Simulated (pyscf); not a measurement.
Single points on ωB97X-D3(BJ)/def2-SVP structures (PySCF, gas phase).

**Question.** For H₂N–Si(OH)(SiH₃)–SiH₃ (SMILES N[Si](O)([SiH3])[SiH3]) + SiH₃• (SMILES [SiH3]) → H₂N–Si•(SiH₃)–SiH₃ (SMILES N[Si]([SiH3])[SiH3]) + HO–SiH₃ (SMILES O[SiH3]), a substitution at O (doublet surface; O–Si broken, O–Si formed), PBE/def2-TZVP gives ΔE‡ = 9.6 kcal/mol and ΔE = -5.3 kcal/mol (zero: the separated reactants). In which direction and how far do r²SCAN/def2-TZVP, M06-2X/def2-TZVP, ωB97M-D3(BJ)/def2-TZVP move these?

**Answer.** r²SCAN: ΔE‡ = 11.0 kcal/mol, ΔE = -4.6 kcal/mol; M06-2X: ΔE‡ = 15.1 kcal/mol, ΔE = -3.4 kcal/mol; ωB97M-D3(BJ): ΔE‡ = 15.0 kcal/mol, ΔE = -4.7 kcal/mol. PBE's barrier lies under all of them, by 1.3 to 5.4 kcal/mol. Its reaction energy lies under all of them, by 0.6 to 1.8 kcal/mol. On the product side the descent ends in a bound adduct (not fully relaxed), 8.3 kcal/mol under the separated species and 29.9 kcal/mol under the saddle at ωB97X-D3(BJ)/def2-TZVP. H₂N–Si•(SiH₃)–SiH₃ lies 20.7 kcal/mol over its isomer •H₂Si–N(SiH₃)–SiH₃ (electronic energy, ωB97M-D3(BJ)/def2-TZVP). This is the saddle that the search found; another between the same sides may lie lower. The angle at the attacked O is 111°.
